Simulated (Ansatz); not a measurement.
Geometry optimisation, RKS PBE-D4/def2-SVP (Ansatz).

input.yaml

```yaml
crystal:
  periodic: [false, false, false]
  atoms:
    - { symbol: O, position_ang: [-0.5059, -2.3042, -0.6468] }
    - { symbol: C, position_ang: [-0.409, -1.3522, 0.0691] }
    - { symbol: "N", position_ang: [-0.2688, -0.4485, 0.7877] }
    - { symbol: C, position_ang: [0.3186, 0.7504, 0.1125] }
    - { symbol: F, position_ang: [-0.6883, 1.1538, -0.7927] }
    - { symbol: H, position_ang: [1.1872, 0.5848, -0.4185] }
    - { symbol: H, position_ang: [0.4274, 1.5479, 0.843] }
basis:
  gaussian: { orbitals: def2-SVP }
hamiltonian:
  xc: pbe
  dispersion: d4
relax:
  f_tol: 0.02
  max_steps: 50
```

Run as:

```bash
$ ansatz run input.yaml --threads 1 --pin off --max-ram 2048MiB --backend cpu --events-out ev --progress --plain --runs-dir out
```

Q: Where does it end, and by what steps?

A: The run converged. The force dipped under the threshold on the way, but the program's further checks kept it going. After 16 steps the energy has fallen by 0.759 eV; N3 moved furthest, 0.68 Å.

```
step  energy less start (eV)  largest force component (eV/Å)  accepted
   0                  0.0000                           7.370       yes
   1                 -0.5464                           1.578       yes
   2                 -0.6391                           0.962       yes
   3                 -0.7101                           0.414       yes
   4                 -0.7291                           1.171       yes
   5                 -0.7441                           0.270       yes
   6                 -0.7515                           0.079       yes
   7                 -0.7547                           0.095       yes
   8                 -0.7517                           0.426        no
   9                 -0.7549                           0.319       yes
  10                 -0.7567                           0.228       yes
  11                 -0.7580                           0.047       yes
  12                 -0.7582                           0.143       yes
  13                 -0.7584                           0.046       yes
  14                 -0.7586                           0.008       yes
  15                 -0.7587                           0.025       yes
  16                 -0.7587                           0.013       yes
```

```xyz
7
Properties=species:S:1:pos:R:3
O -0.974 -2.516 -0.301
C -0.408 -1.520 -0.018
N 0.245 -0.561 0.357
C 0.322 0.830 0.076
F -0.605 1.224 -0.867
H 1.340 1.071 -0.305
H 0.142 1.404 1.013
```

The run took 37 s on 1 thread of Arm Neoverse V2, with other jobs on the host, peak memory 0.14 GiB.
